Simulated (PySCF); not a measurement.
# CHN, SMILES `C#N` (charge 0, multiplicity 1)

These are TPSSh-D3(BJ)/def2-TZVP // TPSS-D3(BJ)/def2-SVP in PySCF values and carry that method's errors.

The HOMO is -9.50 eV, the dipole moment is 0.626 e·Å and the LUMO comes out as -0.35 eV. The HOMO–LUMO gap is 9.15 eV and the total energy is -2543.28 eV. The cost is about 12 core-seconds (a rough figure).

```xyz
3

C     -0.0276     0.5849     0.0000
N      1.1346     0.5236     0.0000
H     -1.1074     0.6420     0.0000
```
Charge 0, spin multiplicity 1.
